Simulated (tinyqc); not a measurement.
Inside a calculation (part 2 of 3). Method: UKS/B3LYP (VWN-RPA form) in the sto-6g basis, for LiH+, spin multiplicity 2. Computed by tinyqc, a small Python program that keeps every step (integrals from PySCF). Command: `OMP_NUM_THREADS=1 python tinyqc.py 25510 25511 out.jsonl` (the two numbers bound the seeds that draw the settings). One thread of a shared host (Intel(R) Xeon(R) Processor @ 2.60GHz), about 2 s of CPU time with the checks.

Geometry (angstrom):
```
atom         x         y         z
Li    0.000000  0.000000  0.000000
H     0.000000  0.000000  2.128000
```

## Iteration 2: building the Kohn-Sham matrix

D(alpha) after iteration 1:
```
            1Li 1s     1Li 2s   1Li 2px   1Li 2py    1Li 2pz      2H 1s
1Li 1s    1.015988  -0.058366  0.000000  0.000000  -0.040810  -0.054015
1Li 2s   -0.058366   0.190941  0.000000  0.000000   0.177082   0.218475
1Li 2px   0.000000   0.000000  0.000000  0.000000   0.000000   0.000000
1Li 2py   0.000000   0.000000  0.000000  0.000000   0.000000   0.000000
1Li 2pz  -0.040810   0.177082  0.000000  0.000000   0.165275   0.206990
2H 1s    -0.054015   0.218475  0.000000  0.000000   0.206990   0.377665
```

D(beta) after iteration 1:
```
            1Li 1s     1Li 2s   1Li 2px   1Li 2py    1Li 2pz      2H 1s
1Li 1s    1.005321  -0.013992  0.000000  0.000000   0.000181   0.003034
1Li 2s   -0.013992   0.001226  0.000000  0.000000   0.000028  -0.000208
1Li 2px   0.000000   0.000000  0.000000  0.000000   0.000000   0.000000
1Li 2py   0.000000   0.000000  0.000000  0.000000   0.000000   0.000000
1Li 2pz   0.000181   0.000028  0.000000  0.000000   0.000001  -0.000004
2H 1s     0.003034  -0.000208  0.000000  0.000000  -0.000004   0.000036
```

core Hamiltonian H = T + V (hartree):
```
            1Li 1s     1Li 2s    1Li 2px    1Li 2py    1Li 2pz      2H 1s
1Li 1s   -4.699075  -0.997707   0.000000   0.000000  -0.009623  -0.092990
1Li 2s   -0.997707  -1.331304   0.000000   0.000000  -0.091698  -0.419507
1Li 2px   0.000000   0.000000  -1.094488   0.000000   0.000000   0.000000
1Li 2py   0.000000   0.000000   0.000000  -1.094488   0.000000   0.000000
1Li 2pz  -0.009623  -0.091698   0.000000   0.000000  -1.164335  -0.568238
2H 1s    -0.092990  -0.419507   0.000000   0.000000  -0.568238  -1.216851
```

Two-electron integrals (ij|kl) in chemists' order, unique and non-zero (hartree):
```
(11|11) 1.681247   (21|11) 0.242603   (21|21) 0.044507   (22|11) 0.397190
(22|21) 0.090279   (22|22) 0.290625   (31|31) 0.009437   (32|31) 0.014261
(32|32) 0.064236   (33|11) 0.397190   (33|21) 0.090279   (33|22) 0.290625
(33|33) 0.313125   (41|41) 0.009437   (42|41) 0.014261   (42|42) 0.064236
(43|43) 0.016875   (44|11) 0.397190   (44|21) 0.090279   (44|22) 0.290625
(44|33) 0.279374   (44|44) 0.313125   (51|51) 0.009437   (52|51) 0.014261
(52|52) 0.064236   (53|53) 0.016875   (54|54) 0.016875   (55|11) 0.397190
(55|21) 0.090279   (55|22) 0.290625   (55|33) 0.279374   (55|44) 0.279374
(55|55) 0.313125   (61|11) 0.021657   (61|21) 0.003916   (61|22) 0.008126
(61|33) 0.008008   (61|44) 0.008008   (61|51) 0.000528   (61|52) 0.001109
(61|55) 0.008362   (61|61) 0.000383   (62|11) 0.084057   (62|21) 0.019532
(62|22) 0.070900   (62|33) 0.066864   (62|44) 0.066864   (62|51) 0.003177
(62|52) 0.021972   (62|55) 0.078972   (62|61) 0.002126   (62|62) 0.033617
(63|31) 0.001262   (63|32) 0.006633   (63|53) 0.002924   (63|63) 0.001802
(64|41) 0.001262   (64|42) 0.006633   (64|54) 0.002924   (64|64) 0.001802
(65|11) 0.112805   (65|21) 0.026394   (65|22) 0.098415   (65|33) 0.091657
(65|44) 0.091657   (65|51) 0.004945   (65|52) 0.034143   (65|55) 0.111930
(65|61) 0.002961   (65|62) 0.050468   (65|65) 0.076321   (66|11) 0.248572
(66|21) 0.058548   (66|22) 0.233732   (66|33) 0.214068   (66|44) 0.214068
(66|51) 0.009521   (66|52) 0.084955   (66|55) 0.273062   (66|61) 0.006561
(66|62) 0.146192   (66|65) 0.225787   (66|66) 0.774999
```

nuclear repulsion = 0.74602050 hartree

V_xc(alpha) (hartree):
```
            1Li 1s     1Li 2s    1Li 2px    1Li 2py    1Li 2pz      2H 1s
1Li 1s   -0.889857  -0.102168   0.000000   0.000000  -0.001520  -0.009742
1Li 2s   -0.102168  -0.128594   0.000000   0.000000  -0.039637  -0.062893
1Li 2px   0.000000   0.000000  -0.119353   0.000000   0.000000   0.000000
1Li 2py   0.000000   0.000000   0.000000  -0.119353   0.000000   0.000000
1Li 2pz  -0.001520  -0.039637   0.000000   0.000000  -0.147082  -0.095011
2H 1s    -0.009742  -0.062893   0.000000   0.000000  -0.095011  -0.332571
```

V_xc(beta) (hartree):
```
            1Li 1s     1Li 2s    1Li 2px    1Li 2py    1Li 2pz      2H 1s
1Li 1s   -0.887594  -0.103508   0.000000   0.000000  -0.001026  -0.009607
1Li 2s   -0.103508  -0.118589   0.000000   0.000000  -0.018744  -0.033235
1Li 2px   0.000000   0.000000  -0.116085   0.000000   0.000000   0.000000
1Li 2py   0.000000   0.000000   0.000000  -0.116085   0.000000   0.000000
1Li 2pz  -0.001026  -0.018744   0.000000   0.000000  -0.123354  -0.046518
2H 1s    -0.009607  -0.033235   0.000000   0.000000  -0.046518  -0.130295
```

E_xc = sum of w rho eps_xc = -1.59541527 hartree

J_ij = sum D_kl (ij|kl) with D = D(alpha) + D(beta), K_ij = sum D_kl (ik|jl) for each spin; F = H + J - 0.2 K(s) + V_xc; E = tr D H + tr D J / 2 - 0.1 sum_s tr D(s) K(s) + E_xc + E_nn.

Coulomb J (hartree):
```
           1Li 1s    1Li 2s   1Li 2px   1Li 2py   1Li 2pz     2H 1s
1Li 1s   3.680252  0.557371  0.000000  0.000000  0.011261  0.051094
1Li 2s   0.557371  1.052803  0.000000  0.000000  0.077296  0.291848
1Li 2px  0.000000  0.000000  1.038971  0.000000  0.000000  0.000000
1Li 2py  0.000000  0.000000  0.000000  1.038971  0.000000  0.000000
1Li 2pz  0.011261  0.077296  0.000000  0.000000  1.080472  0.411901
2H 1s    0.051094  0.291848  0.000000  0.000000  0.411901  1.062668
```

exchange K(alpha) (hartree):
```
           1Li 1s    1Li 2s   1Li 2px   1Li 2py   1Li 2pz     2H 1s
1Li 1s   1.689600  0.243277  0.000000  0.000000  0.005677  0.026896
1Li 2s   0.243277  0.151451  0.000000  0.000000  0.125751  0.180116
1Li 2px  0.000000  0.000000  0.027630  0.000000  0.000000  0.000000
1Li 2py  0.000000  0.000000  0.000000  0.027630  0.000000  0.000000
1Li 2pz  0.005677  0.125751  0.000000  0.000000  0.161485  0.228972
2H 1s    0.026896  0.180116  0.000000  0.000000  0.228972  0.486137
```

exchange K(beta) (hartree):
```
           1Li 1s    1Li 2s   1Li 2px   1Li 2py   1Li 2pz     2H 1s
1Li 1s   1.683587  0.238085  0.000000  0.000000  0.000415  0.021329
1Li 2s   0.238085  0.042664  0.000000  0.000000  0.000095  0.003779
1Li 2px  0.000000  0.000000  0.009172  0.000000  0.000000  0.000000
1Li 2py  0.000000  0.000000  0.000000  0.009172  0.000000  0.000000
1Li 2pz  0.000415  0.000095  0.000000  0.000000  0.009185  0.000520
2H 1s    0.021329  0.003779  0.000000  0.000000  0.000520  0.000375
```

F(alpha) (hartree):
```
            1Li 1s     1Li 2s    1Li 2px    1Li 2py    1Li 2pz      2H 1s
1Li 1s   -2.246601  -0.591160   0.000000   0.000000  -0.001017  -0.057017
1Li 2s   -0.591160  -0.437385   0.000000   0.000000  -0.079190  -0.226575
1Li 2px   0.000000   0.000000  -0.180397   0.000000   0.000000   0.000000
1Li 2py   0.000000   0.000000   0.000000  -0.180397   0.000000   0.000000
1Li 2pz  -0.001017  -0.079190   0.000000   0.000000  -0.263242  -0.297142
2H 1s    -0.057017  -0.226575   0.000000   0.000000  -0.297142  -0.583981
```

F(beta) (hartree):
```
            1Li 1s     1Li 2s    1Li 2px    1Li 2py    1Li 2pz      2H 1s
1Li 1s   -2.243135  -0.591461   0.000000   0.000000   0.000529  -0.055769
1Li 2s   -0.591461  -0.405622   0.000000   0.000000  -0.033165  -0.161649
1Li 2px   0.000000   0.000000  -0.173437   0.000000   0.000000   0.000000
1Li 2py   0.000000   0.000000   0.000000  -0.173437   0.000000   0.000000
1Li 2pz   0.000529  -0.033165   0.000000   0.000000  -0.209054  -0.202959
2H 1s    -0.055769  -0.161649   0.000000   0.000000  -0.202959  -0.284553
```

total energy of this density = -7.70471282 hartree

This density is a damped mixture and is not idempotent.

## Iteration 2: DIIS over 2 matrices

error matrix X^T (FDS - SDF) X (alpha):
```
           1          2         3         4          5          6
1   0.000000   0.064629  0.000000  0.000000  -0.025642  -0.039597
2  -0.064629   0.000000  0.000000  0.000000  -0.006877   0.071604
3   0.000000   0.000000  0.000000  0.000000   0.000000   0.000000
4   0.000000   0.000000  0.000000  0.000000   0.000000   0.000000
5   0.025642   0.006877  0.000000  0.000000   0.000000   0.080394
6   0.039597  -0.071604  0.000000  0.000000  -0.080394   0.000000
```

B (overlaps of the stored error matrices):
```
               1              2
1  1.1067565e-01  7.6351580e-02
2  7.6351580e-02  5.2680025e-02
```

Minimise |sum c_i e_i|^2 with sum c_i = 1: solve [B -1; -1 0][c; lambda] = [0; -1] with B_ij = tr e_i^T e_j summed over both spins, and take F = sum c_i F_i.

DIIS coefficients: -2.222157  3.222157

extrapolated F(alpha) (hartree):
```
            1Li 1s     1Li 2s    1Li 2px    1Li 2py    1Li 2pz      2H 1s
1Li 1s   -2.306917  -0.602893   0.000000   0.000000   0.000364  -0.057059
1Li 2s   -0.602893  -0.435560   0.000000   0.000000  -0.059519  -0.214851
1Li 2px   0.000000   0.000000  -0.187639   0.000000   0.000000   0.000000
1Li 2py   0.000000   0.000000   0.000000  -0.187639   0.000000   0.000000
1Li 2pz   0.000364  -0.059519   0.000000   0.000000  -0.254688  -0.281969
2H 1s    -0.057059  -0.214851   0.000000   0.000000  -0.281969  -0.545148
```

extrapolated F(beta) (hartree):
```
            1Li 1s     1Li 2s    1Li 2px    1Li 2py    1Li 2pz      2H 1s
1Li 1s   -2.304969  -0.604522   0.000000   0.000000  -0.000891  -0.057130
1Li 2s   -0.604522  -0.415580   0.000000   0.000000  -0.029623  -0.146824
1Li 2px   0.000000   0.000000  -0.184428   0.000000   0.000000   0.000000
1Li 2py   0.000000   0.000000   0.000000  -0.184428   0.000000   0.000000
1Li 2pz  -0.000891  -0.029623   0.000000   0.000000  -0.213287  -0.177214
2H 1s    -0.057130  -0.146824   0.000000   0.000000  -0.177214  -0.155816
```

## Iteration 2: diagonalisation and new density

X:
```
            1Li 1s     1Li 2s   1Li 2px   1Li 2py    1Li 2pz      2H 1s
1Li 1s    1.022332  -0.126547  0.000000  0.000000  -0.006048   0.017231
1Li 2s   -0.126547   1.057289  0.000000  0.000000   0.049145  -0.163936
1Li 2px   0.000000   0.000000  1.000000  0.000000   0.000000   0.000000
1Li 2py   0.000000   0.000000  0.000000  1.000000   0.000000   0.000000
1Li 2pz  -0.006048   0.049145  0.000000  0.000000   1.067922  -0.227491
2H 1s     0.017231  -0.163936  0.000000  0.000000  -0.227491   1.102207
```

overlap S:
```
           1Li 1s    1Li 2s   1Li 2px   1Li 2py   1Li 2pz     2H 1s
1Li 1s   1.000000  0.235742  0.000000  0.000000  0.000000  0.021547
1Li 2s   0.235742  1.000000  0.000000  0.000000  0.000000  0.273256
1Li 2px  0.000000  0.000000  1.000000  0.000000  0.000000  0.000000
1Li 2py  0.000000  0.000000  0.000000  1.000000  0.000000  0.000000
1Li 2pz  0.000000  0.000000  0.000000  0.000000  1.000000  0.387890
2H 1s    0.021547  0.273256  0.000000  0.000000  0.387890  1.000000
```

Diagonalise F' = X^T F X, C = X C', fill 2 alpha and 1 beta electrons from the bottom; D(s) = C_occ C_occ^T; the new density keeps 0.7 of the old one (damping). Each column has its largest component positive (the first on a tie).

F' = X^T F X (alpha) (hartree):
```
           1          2          3          4          5          6
1  -2.263365  -0.301411   0.000000   0.000000  -0.000207   0.009369
2  -0.301411  -0.307309   0.000000   0.000000  -0.013661  -0.100630
3   0.000000   0.000000  -0.187639   0.000000   0.000000   0.000000
4   0.000000   0.000000   0.000000  -0.187639   0.000000   0.000000
5  -0.000207  -0.013661   0.000000   0.000000  -0.184051  -0.153237
6   0.009369  -0.100630   0.000000   0.000000  -0.153237  -0.472007
```

orbital energies (alpha) (hartree): MO1 -2.308778, MO2 -0.569630, MO3 -0.236566, MO4 -0.187639, MO5 -0.187639, MO6 -0.111758

coefficients C (alpha):
```
               MO1        MO2        MO3       MO4        MO5        MO6
1Li 1s    0.992083  -0.074884  -0.258066  0.000000   0.000000  -0.071248
1Li 2s    0.032025   0.197574   1.003985  0.000000   0.000000   0.339290
1Li 2px   0.000000   0.000000   0.000000  0.992163  -0.124948   0.000000
1Li 2py   0.000000   0.000000   0.000000  0.124948   0.992163   0.000000
1Li 2pz   0.001987   0.200003  -0.250607  0.000000   0.000000   1.044917
2H 1s    -0.004132   0.839179  -0.290779  0.000000   0.000000  -0.710628
```

F' = X^T F X (beta) (hartree):
```
           1          2          3          4          5          6
1  -2.260730  -0.304821   0.000000   0.000000  -0.003535   0.007857
2  -0.304821  -0.296094   0.000000   0.000000   0.001667  -0.091746
3   0.000000   0.000000  -0.184428   0.000000   0.000000   0.000000
4   0.000000   0.000000   0.000000  -0.184428   0.000000   0.000000
5  -0.003535   0.001667   0.000000   0.000000  -0.165903  -0.131726
6   0.007857  -0.091746   0.000000   0.000000  -0.131726  -0.071213
```

orbital energies (beta) (hartree): MO1 -2.306959, MO2 -0.314162, MO3 -0.214858, MO4 -0.184428, MO5 -0.184428, MO6 0.042039

coefficients C (beta):
```
               MO1        MO2        MO3        MO4       MO5        MO6
1Li 1s    0.991817  -0.198292   0.175219   0.000000  0.000000   0.088255
1Li 2s    0.033103   0.710297  -0.683699   0.000000  0.000000  -0.436008
1Li 2px   0.000000   0.000000   0.000000  -0.005542  0.999985   0.000000
1Li 2py   0.000000   0.000000   0.000000   0.999985  0.005542   0.000000
1Li 2pz   0.002561   0.398828   0.685613   0.000000  0.000000  -0.752014
2H 1s    -0.004873   0.349882   0.225559   0.000000  0.000000   1.058521
```

D(alpha) after iteration 2:
```
            1Li 1s     1Li 2s   1Li 2px   1Li 2py    1Li 2pz      2H 1s
1Li 1s    1.008143  -0.035763  0.000000  0.000000  -0.032469  -0.057892
1Li 2s   -0.035763   0.145677  0.000000  0.000000   0.135831   0.202633
1Li 2px   0.000000   0.000000  0.000000  0.000000   0.000000   0.000000
1Li 2py   0.000000   0.000000  0.000000  0.000000   0.000000   0.000000
1Li 2pz  -0.032469   0.135831  0.000000  0.000000   0.127694   0.195242
2H 1s    -0.057892   0.202633  0.000000  0.000000   0.195242   0.475637
```

D(beta) after iteration 2:
```
           1Li 1s     1Li 2s   1Li 2px   1Li 2py    1Li 2pz      2H 1s
1Li 1s   0.998834   0.000055  0.000000  0.000000   0.000889   0.000674
1Li 2s   0.000055   0.001187  0.000000  0.000000   0.000045  -0.000194
1Li 2px  0.000000   0.000000  0.000000  0.000000   0.000000   0.000000
1Li 2py  0.000000   0.000000  0.000000  0.000000   0.000000   0.000000
1Li 2pz  0.000889   0.000045  0.000000  0.000000   0.000003  -0.000007
2H 1s    0.000674  -0.000194  0.000000  0.000000  -0.000007   0.000032
```

Within a degenerate level the vectors are fixed only up to a rotation; this is one choice.

## Iteration 43 (converged): orbitals

converged F(alpha) (hartree):
```
            1Li 1s     1Li 2s    1Li 2px    1Li 2py    1Li 2pz      2H 1s
1Li 1s   -2.305518  -0.602695   0.000000   0.000000   0.000715  -0.057013
1Li 2s   -0.602695  -0.432800   0.000000   0.000000  -0.056694  -0.213725
1Li 2px   0.000000   0.000000  -0.183974   0.000000   0.000000   0.000000
1Li 2py   0.000000   0.000000   0.000000  -0.183974   0.000000   0.000000
1Li 2pz   0.000715  -0.056694   0.000000   0.000000  -0.253735  -0.280229
2H 1s    -0.057013  -0.213725   0.000000   0.000000  -0.280229  -0.533808
```

converged F(beta) (hartree):
```
            1Li 1s     1Li 2s    1Li 2px    1Li 2py    1Li 2pz      2H 1s
1Li 1s   -2.303797  -0.604225   0.000000   0.000000  -0.000606  -0.057075
1Li 2s   -0.604225  -0.417420   0.000000   0.000000  -0.027748  -0.149130
1Li 2px   0.000000   0.000000  -0.186272   0.000000   0.000000   0.000000
1Li 2py   0.000000   0.000000   0.000000  -0.186272   0.000000   0.000000
1Li 2pz  -0.000606  -0.027748   0.000000   0.000000  -0.215152  -0.181073
2H 1s    -0.057075  -0.149130   0.000000   0.000000  -0.181073  -0.171852
```

Diagonalise F' = X^T F X, C = X C', fill 2 alpha and 1 beta electrons from the bottom; D(s) = C_occ C_occ^T. Each column has its largest component positive (the first on a tie).

F' = X^T F X (alpha) (hartree):
```
           1          2          3          4          5          6
1  -2.261910  -0.301755   0.000000   0.000000  -0.000215   0.009509
2  -0.301755  -0.304075   0.000000   0.000000  -0.010500  -0.102360
3   0.000000   0.000000  -0.183974   0.000000   0.000000   0.000000
4   0.000000   0.000000   0.000000  -0.183974   0.000000   0.000000
5  -0.000215  -0.010500   0.000000   0.000000  -0.182950  -0.154612
6   0.009509  -0.102360   0.000000   0.000000  -0.154612  -0.459177
```

orbital energies (alpha) (hartree): MO1 -2.307384, MO2 -0.560377, MO3 -0.234702, MO4 -0.183974, MO5 -0.183974, MO6 -0.105649

coefficients C (alpha):
```
               MO1        MO2        MO3       MO4        MO5        MO6
1Li 1s    0.992076  -0.076602  -0.255187  0.000000   0.000000  -0.079421
1Li 2s    0.032045   0.204997   0.990576  0.000000   0.000000   0.372658
1Li 2px   0.000000   0.000000   0.000000  0.912198  -0.409749   0.000000
1Li 2py   0.000000   0.000000   0.000000  0.409749   0.912198   0.000000
1Li 2pz   0.001754   0.208516  -0.288160  0.000000   0.000000   1.033510
2H 1s    -0.004057   0.831357  -0.268820  0.000000   0.000000  -0.728250
```

F' = X^T F X (beta) (hartree):
```
           1          2          3          4          5          6
1  -2.259604  -0.304470   0.000000   0.000000  -0.003541   0.007903
2  -0.304470  -0.297592   0.000000   0.000000   0.004249  -0.092068
3   0.000000   0.000000  -0.186272   0.000000   0.000000   0.000000
4   0.000000   0.000000   0.000000  -0.186272   0.000000   0.000000
5  -0.003541   0.004249   0.000000   0.000000  -0.166746  -0.132533
6   0.007903  -0.092068   0.000000   0.000000  -0.132533  -0.087934
```

orbital energies (beta) (hartree): MO1 -2.305788, MO2 -0.318813, MO3 -0.219628, MO4 -0.186272, MO5 -0.186272, MO6 0.032354

coefficients C (beta):
```
               MO1        MO2        MO3       MO4        MO5        MO6
1Li 1s    0.991811  -0.193244  -0.179735  0.000000   0.000000   0.090406
1Li 2s    0.033119   0.688712   0.700874  0.000000   0.000000  -0.443305
1Li 2px   0.000000   0.000000   0.000000  0.487397   0.873181   0.000000
1Li 2py   0.000000   0.000000   0.000000  0.873181  -0.487397   0.000000
1Li 2pz   0.002372   0.392520  -0.669372  0.000000   0.000000  -0.769756
2H 1s    -0.004821   0.377926  -0.232943  0.000000   0.000000   1.047220
```

D(alpha) after iteration 43:
```
            1Li 1s    1Li 2s   1Li 2px   1Li 2py    1Li 2pz      2H 1s
1Li 1s    0.990082  0.016088  0.000000  0.000000  -0.014233  -0.067708
1Li 2s    0.016088  0.043051  0.000000  0.000000   0.042801   0.170296
1Li 2px   0.000000  0.000000  0.000000  0.000000   0.000000   0.000000
1Li 2py   0.000000  0.000000  0.000000  0.000000   0.000000   0.000000
1Li 2pz  -0.014233  0.042801  0.000000  0.000000   0.043482   0.173344
2H 1s    -0.067708  0.170296  0.000000  0.000000   0.173344   0.691171
```

D(beta) after iteration 43:
```
            1Li 1s     1Li 2s   1Li 2px   1Li 2py    1Li 2pz      2H 1s
1Li 1s    0.983689   0.032848  0.000000  0.000000   0.002353  -0.004781
1Li 2s    0.032848   0.001097  0.000000  0.000000   0.000079  -0.000160
1Li 2px   0.000000   0.000000  0.000000  0.000000   0.000000   0.000000
1Li 2py   0.000000   0.000000  0.000000  0.000000   0.000000   0.000000
1Li 2pz   0.002353   0.000079  0.000000  0.000000   0.000006  -0.000011
2H 1s    -0.004781  -0.000160  0.000000  0.000000  -0.000011   0.000023
```

Within a degenerate level the vectors are fixed only up to a rotation; this is one choice.
